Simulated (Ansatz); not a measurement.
# C₃H₃F (SMILES C=C=CF): functionals against CCSD(T) at one geometry

An exercise on one series of results from a longer session: the logs are not shown, and one member is left open.

Program: Ansatz 0.2.0, Gaussian basis. Level of theory: single points in def2-TZVPP. These are calculated values, not measurements.

Correlated methods freeze the cores.

1 further run of the same task is left out (it didn't finish).

## The starting structure

7 atoms, charge 0, spin multiplicity 1.

Atoms are counted from 1 here; the program's logs count them from 0.

Bond lengths: C1–C2 1.284 Å, C1–H5 1.066 Å, C1–H6 1.085 Å, C2–C3 1.284 Å, C3–F4 1.349 Å, C3–H7 1.089 Å. Angles: C2–C1–H5 124.0°, C2–C1–H6 120.1°, H5–C1–H6 115.9°, C1–C2–C3 176.9°, C2–C3–F4 128.4°, C2–C3–H7 121.7°, F4–C3–H7 109.9°.

Coordinates:

```xyz
7
charge 0, multiplicity 1
C    -0.90036    0.98376    0.04022
C    -0.00973    0.05904    0.01241
C     0.83359   -0.90953    0.00923
F     1.04724   -1.83081   -0.95205
H    -1.87880    0.85749    0.44370
H    -0.67308    1.96939   -0.35201
H     1.51580   -1.07695    0.84097
```

The first run:

run/in.yaml

```yaml
crystal:
  periodic: [false, false, false]
  atoms:
    - {symbol: C, position_ang: [-0.900359, 0.983755, 0.040219]}
    - {symbol: C, position_ang: [-0.009729, 0.059039, 0.012411]}
    - {symbol: C, position_ang: [0.833591, -0.909526, 0.009228]}
    - {symbol: F, position_ang: [1.047236, -1.830813, -0.952048]}
    - {symbol: H, position_ang: [-1.878804, 0.857489, 0.443696]}
    - {symbol: H, position_ang: [-0.673082, 1.969389, -0.352010]}
    - {symbol: H, position_ang: [1.515803, -1.076952, 0.840969]}
basis:
  gaussian: {orbitals: def2-TZVPP}
hamiltonian: {xc: pbe, dispersion: d4}
output: {forces: true}
```

Launch:

```sh
$ ansatz run in.yaml --threads 2 --pin off --events-out ev --progress --plain --max-ram 3481MiB
```

Steps of the session up to this table: PBE-D4/def2-TZVPP; r2SCAN-D4/def2-TZVPP; PBE0-D4/def2-TZVPP; wB97M-V/def2-TZVPP; CCSD(T)/def2-TZVPP.

One of the session's tables, all rows but one given; the rest of the session is left out.

| method | RMS force component (eV/Å) | angle to CCSD(T) forces (°) | dipole (D) |
| --- | --- | --- | --- |
| PBE-D4 | ? | ? | ? |
| r2SCAN-D4 | 0.564 | 16.5 | 1.69 |
| PBE0-D4 | 0.558 | 17.5 | 1.75 |
| wB97M-V | 0.581 | 13.8 | 1.76 |
| CCSD(T) | 0.765 | reference | 1.76 |

Estimate the missing values for PBE-D4.

The run gave: RMS force component (eV/Å): 0.611; angle to CCSD(T) forces (°): 19.3; dipole (D): 1.61. In the column «RMS force component (eV/Å)» it lies between wB97M-V (0.581) and CCSD(T) (0.765).

Limits of these values: The reference is not at the basis limit: in triple zeta CCSD(T) underbinds, which counts against methods that bind more; the gaps are no ranking.
